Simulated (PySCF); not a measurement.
Two species compared at the same levels of theory.

First species: C6H4O2.
Numbering: `[cH:1]1[cH:2][c:3]2[o:4][cH:5][cH:6][c:7]2[o:8]1` (hydrogens: H9 on C1; H10 on C2; H11 on C5; H12 on C6)

Structure used (GFN2-xTB), in Å, numbered top down from 1:
```
atom  x, y, z in Å
C1     1.9865   -0.1093   -0.5215
C2     1.5679    0.1189    0.7584
C3     0.1578    0.1169    0.6647
O4    -0.9623    0.2542    1.3957
C5    -1.9862    0.1089    0.5171
C6    -1.5678   -0.1186   -0.7629
C7    -0.1576   -0.1141   -0.6700
O8     0.9627   -0.2526   -1.4006
H9     2.9760   -0.1902   -0.9254
H10    2.1819    0.2632    1.6221
H11   -2.9754    0.1875    0.9221
H12   -2.1824   -0.2654   -1.6257
```

Second species: C₃H₃N.
Numbering: `[CH2:1]=[CH:2][C:3]#[N:4]` (hydrogens: H5, H6 on C1; H7 on C2)

Levels: CAM-B3LYP/def2-SVPD for dipole moment, HOMO energy, LUMO energy, HOMO–LUMO gap, static isotropic polarisability and electronic spatial extent ⟨r²⟩ about the centre of nuclear charge; TDDFT CAM-B3LYP/def2-SVPD for lowest singlet excitation; TDA CAM-B3LYP/def2-SVPD for lowest triplet excitation (Tamm–Dancoff); GFN2-xTB for rotational constant A and rotational constant C. Geometries: GFN2-xTB. All species are isolated and taken at one optimised geometry, non-relativistic unless stated; the electronic structure was computed with PySCF and density fitting.

```
                                                         property    column X   column Y
                                                    dipole moment      4.05 D     0.00 D
                                                      HOMO energy    -9.81 eV   -7.30 eV
                                                      LUMO energy    -0.59 eV    0.69 eV
                                                    HOMO–LUMO gap     9.22 eV    7.99 eV
                                        lowest singlet excitation     6.48 eV    5.33 eV
                         lowest triplet excitation (Tamm–Dancoff)     3.78 eV    3.37 eV
                                  static isotropic polarisability     40.7 au    70.8 au
electronic spatial extent ⟨r²⟩ about the centre of nuclear charge   276 bohr²  721 bohr²
                                            rotational constant A  50.602 GHz  5.439 GHz
                                            rotational constant C   4.618 GHz  1.603 GHz
```

**Question.** Which column belongs to which species?

**Answer.** Column X is the second species and column Y the first. The first has 12 atoms and 56 electrons, the second 7 and 28.

**Question.** How does each property change from the first species to the second?

**Answer.** dipole moment +4.05 D; HOMO energy -2.51 eV; LUMO energy -1.28 eV; HOMO–LUMO gap +1.23 eV; lowest singlet excitation +1.15 eV; lowest triplet excitation (Tamm–Dancoff) +0.41 eV; static isotropic polarisability -30.1 au; electronic spatial extent ⟨r²⟩ about the centre of nuclear charge -445 bohr²; rotational constant A +45.163 GHz; rotational constant C +3.015 GHz.

On the first: No computed singlet falls in the visible range (750 to 380 nm, 1.65 to 3.26 eV); S1 lies 2.07 eV above its blue end. The polarisability is 10.49 Å³ as a volume (1 au = 0.148185 Å³), or 1.26 au for each of the 56 electrons.

On the second: The 8 singlets span 6.48 to 8.75 eV, and their oscillator strengths add up to 0.54.
